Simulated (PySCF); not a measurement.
# BF2 (SMILES F[B]F): UB3LYP/STO-3G

What is the vertical ionisation energy of BF2 at UB3LYP/STO-3G? Input form: a Python script.

Program for the calculation: PySCF 2.14.0.

13 further runs of the same task are left out: 4 that didn't finish, 9 set aside as unsound or not needed.

**1. The molecule**

BF2: 3 atoms, total charge 0, spin state doublet. As SMILES, `F[B]F`. The coordinates come from a PBE0-D4/def2-TZVP relaxation.

Bond lengths: F1–B2 1.306 Å, B2–F3 1.306 Å. Angles: F1–B2–F3 121.1°.

**2. The energy at UB3LYP/STO-3G**

File input.py:

```python
from pyscf import gto, dft

system = gto.Mole()
system.atom = [
    ('F', (0.513100, -1.044300, 0.160000)),
    ('B', (0.279000, 0.240500, 0.181300)),
    ('F', (-0.802900, 0.738900, -0.354600)),
]
system.basis = 'sto-3g'
system.verbose = 3
system.charge = 0
system.spin = 1
system.max_memory = 1860
system.build()

mf = dft.UKS(system)
mf.xc = 'b3lyp'
mf.grids.level = 5
mf.conv_tol = 1e-10
mf.kernel()
if not mf.converged:
    mf = mf.newton().run(mf.mo_coeff, mf.mo_occ)

e_final = mf.e_tot
print(f'total energy: {e_final:.8f} hartree')
```

Launch:

```bash
OMP_NUM_THREADS=1 python input.py
```

What it wrote:

```text
converged SCF energy = -221.332641053767  <S^2> = 0.75158959  2S+1 = 2.001589
total energy: -221.33264105 hartree
```

Run time: 2.5 s. Hardware: 1 thread of Arm Neoverse V2, shared host; peak memory 0.19 GiB.

**3. The singlet cation at the same level**

File input.py:

```python
from pyscf import gto, dft

mol = gto.M(
    atom='''
F      0.969618    -1.973441     0.302356
B      0.527234     0.454479     0.342607
F     -1.517261     1.396319    -0.670097
''',
    max_memory=1860,
    basis='sto-3g',
    verbose=3,
    unit='bohr',
    charge=1,
)

mf = dft.RKS(mol)
mf.xc = 'b3lyp'
mf.grids.level = 5
mf.conv_tol = 1e-10
mf.kernel()
if not mf.converged:
    mf = mf.newton().run(mf.mo_coeff, mf.mo_occ)

energy = mf.e_tot
print('Final energy', energy)
```

Launch:

```bash
OMP_NUM_THREADS=1 python input.py
```

What it wrote:

```text
converged SCF energy = -221.081068789626
Final energy -221.0810687896257
```

Wall time 1.7 s (1 thread of Arm Neoverse V2, shared host); peak memory 0.18 GiB.

**4. What came out**

Level: UB3LYP/STO-3G.

| quantity | value |
| --- | --- |
| doublet BF2: total energy | -221.33264 Eh |
| doublet BF2: dipole moment | 0.24 D |
| doublet BF2: HOMO energy (highest over α and β) | -2.17 eV |
| doublet BF2: LUMO energy (lowest over α and β) | 2.46 eV |
| doublet BF2: ⟨S²⟩ | 0.752 |
| singlet cation: total energy | -221.08107 Eh |
| singlet cation: HOMO energy | -18.18 eV |
| singlet cation: LUMO energy | -11.29 eV |
| singlet cation: HOMO–LUMO gap | 6.89 eV |
| vertical ionisation energy (to the singlet cation) | 6.846 eV |

Removing an electron at fixed nuclei costs 6.85 eV (158 kcal/mol). Only the singlet of the ionised species was computed; a triplet could lie lower. In a minimal basis such a difference can be off by several eV, whatever the method. Mulliken charges (doublet BF2) run from -0.10 on F1 to +0.21 on B2; they depend strongly on the basis. Mulliken charges (singlet cation) run from +0.10 on F1 to +0.79 on B2.
